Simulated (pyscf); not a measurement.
PySCF, gas phase, ωB97X-D3(BJ)/def2-SVP geometries.

**Question.** `[O]=[Sn]` [singlet] + `[SH2]` → `[O]=[SnH][SH]`
Surface: singlet. Broken: H–S. Formed: S–Sn, H–Sn. Give ΔE‡ and ΔE from M06-2X/def2-TZVP, relative to the separated reactants.

**Answer.** ΔE‡ = 197.8 kJ/mol, ΔE = +22.5 kJ/mol. CCSD(T)/def2-TZVPP + ΔMP2(QZVPP) gives 208.7 kJ/mol and +48.0 kJ/mol. Zero-point energy shifts the barrier by -3.8 kJ/mol. It is an insertion, with an imaginary mode of 1277i cm⁻¹. On the reactant side the descent ends in a complex (not fully relaxed), 31.8 kJ/mol under the separated species and 230.3 kJ/mol under the saddle at ωB97X-D3(BJ)/def2-TZVP. On the product side the descent ends in a point that may be a rotor saddle (no frequency run), 5.2 kJ/mol over the lowest minimum found and 183.4 kJ/mol under the saddle at ωB97X-D3(BJ)/def2-TZVP. At ωB97X-D3(BJ)/def2-TZVP the barrier from the zero used here is 198.4 kJ/mol. O=SnH–SH lies 259.7 kJ/mol over its isomer HO–Sn:–SH [singlet] (electronic energy, ωB97M-D3(BJ)/def2-TZVP). This is the saddle that the search found; another between the same sides may lie lower. The CCSD(T) − MP2 part came from Ansatz, without density fitting, on the same reference. The largest closed-shell T1 diagnostic is 0.033, which may signal static correlation. The frozen core leaves the outer d or s,p core shells of the metals and heavy elements correlated in the MP2 and CC values, and def2-TZVPP describes them poorly, which can shift differences by a few kcal/mol. Elements past Kr carry the def2 core potentials, without spin-orbit coupling.
